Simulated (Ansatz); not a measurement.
Born–Oppenheimer molecular dynamics of BH$_{4}$NO (7 atoms, charge 0, multiplicity 1). It starts from a relaxed structure.

Computed with Ansatz, RKS B3LYP/cc-pVDZ.

* ensemble: NVE (velocity Verlet)
* time step: 0.5 fs
* steps asked: 150
* starting velocities drawn for: 1000 K
* masses: H 3.016 u
* seed: 943670

First frame:

```xyz
7
Properties=species:S:1:pos:R:3
B 0.055 0.067 0.002
O -0.004 -0.525 1.244
H -0.873 -0.424 1.650
N 1.259 0.004 -0.715
H 2.086 -0.458 -0.356
H 1.376 0.417 -1.629
H -0.894 0.637 -0.489
```

What does the run give?

All steps were run.

```json
{
 "steps done": "150",
 "time covered": "75 fs",
 "mean temperature over the second half": "531 K",
 "spread of the potential energy over the second half": "9.8 meV per atom",
 "mean potential energy of the second half above the start": "43.4 meV per atom"
}
```

The conserved energy stayed within 0.35 meV per atom of its start (net change 0.28 meV per atom), so the integration is sound. Over the second half the temperature averaged 0.53 of the 1000 K drawn at the start: a run that starts near a minimum puts about half its kinetic energy into the potential. A run of 0.075 ps of so small a system gives no equilibrium averages.

What happens to the structure?

The same pairs are bonded in the first frame and the last. Pairs count as bonded within 1.25 times the sum of covalent radii (0.12 Å more for H–H). Another seed would give other details.

How do temperature and energy run in time?


```csv
time (fs),T (K),potential energy less start (eV),conserved less start (meV/atom)
0.0,1000,0.000,0.00
3.5,566,0.283,0.27
7.0,463,0.348,0.19
10.5,322,0.440,0.20
14.0,392,0.394,0.14
17.5,497,0.326,0.18
21.0,460,0.351,0.24
24.5,623,0.244,0.05
28.0,364,0.414,0.31
31.5,555,0.288,0.07
35.0,232,0.498,0.30
38.5,492,0.329,0.15
42.0,547,0.294,0.20
45.5,635,0.237,0.16
49.0,626,0.243,0.16
52.5,466,0.347,0.24
56.0,536,0.301,0.10
59.5,387,0.398,0.27
63.0,567,0.281,0.09
66.5,323,0.440,0.30
70.0,657,0.223,0.11
73.5,588,0.267,0.21
```

The run took 2.7 min on 1 thread of Arm Neoverse V2, with other jobs on the host, peak memory 0.1 GiB.
